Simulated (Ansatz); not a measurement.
Input file:

```yaml
crystal:
  periodic: [false, false, false]
  atoms:
    - {symbol: Cl, position_ang: [0.000000, 0.000000, -1.566267]}
    - {symbol: H, position_ang: [0.000000, 0.000000, -0.287467]}
    - {symbol: S, position_ang: [0.000000, 0.000000, 1.853733]}
basis:
  gaussian: {orbitals: cc-pVDZ}
magnetization: {spin_polarized: false, initial_magnetization: 2}
correlation: {method: bccd_t, electrons: outside_noble_gas}
```

```sh
$ ansatz run in.yaml --threads 1 --pin off --events-out ev --progress --plain --max-ram 2393MiB
```

Log:

```
432 factors; integrals over basis functions are off by at most 1.2e-3 eV
mean field evaluation 1: about -23335.0768 eV, gradient 1.3e1 eV
mean field evaluation 2: about -23335.0903 eV, gradient 1.3e1 eV
mean field evaluation 4: about -23335.8680 eV, gradient 1.1e0 eV
mean field evaluation 8: about -23335.8797 eV, gradient 1.9e-3 eV
mean field evaluation 16: about -23335.8712 eV, gradient 1.1e0 eV
mean field evaluation 32: about -23335.7131 eV, gradient 2.8e-1 eV
mean field evaluation 64: about -23335.6981 eV, gradient 7.6e-6 eV
mean field evaluation 96: about -23329.8185 eV, gradient 7.3e-1 eV
mean field evaluation 128: about -23335.6981 eV, gradient 3.1e-3 eV
mean field evaluation 160: about -23335.6981 eV, gradient 1.8e-4 eV
mean field -23335.87972923 eV, -857.5777624217 hartree, gradient 1.5e-6 eV, S^2 2.000000; 9 other end points of the search recorded, 0 dependent functions left out
mean field evaluation 192: about -23336.0004 eV, gradient 2.7e-1 eV
mean field evaluation 224: about -23336.0014 eV, gradient 7.6e-2 eV
determinant -23335.87972923 eV, -857.5777624217 hartree, with singles and doubles -23343.29668806 eV, -857.8503306313 hartree
determinant -23335.69808518 eV, -857.5710871261 hartree, with singles and doubles -23343.12977036 eV, -857.8441965190 hartree
determinant -23335.87972923 eV, -857.5777624217 hartree, with singles and doubles -23343.29661170 eV, -857.8503278251 hartree
determinant -23335.69808518 eV, -857.5710871261 hartree, with singles and doubles -23343.12968854 eV, -857.8441935122 hartree
mean field evaluation 256: about -23335.8389 eV, gradient 2.5e0 eV
10 core orbitals not correlated: weight in the atoms' cores, before any rotation towards them, 1.000 or more for the frozen orbitals, at most 0.000 for the correlated occupied ones
reference -23335.87972923 eV, -857.5777624217 hartree; 8, 6 occupied and 23, 25 virtual orbitals, 432 factors
second order -6.43724607 eV of doubles, -0.08112574 eV of singles
cycle   1  -7.41815539 eV  change   -1.3e-3 eV  update   1.4e-3
cycle   2  -7.41756246 eV  change    5.9e-4 eV  update   3.5e-4
cycle   3  -7.41730770 eV  change    2.5e-4 eV  update   1.5e-4
cycle   4  -7.41727321 eV  change    3.4e-5 eV  update   4.7e-5
cycle   5  -7.41727664 eV  change   -3.4e-6 eV  update   1.8e-5
cycle   6  -7.41728194 eV  change   -5.3e-6 eV  update   6.0e-6
perturbative correction -0.11104146 eV, -0.0040806983 hartree
Total energy: -23343.40805263 eV, -857.8544232039 hartree
```

For the same geometry and basis UCCSDT(Q) lies 25.5 meV lower.

Ran on 1 thread of Intel Xeon Platinum 8375C, shared host: 4.7 s wall, 0.13 GiB peak host memory.
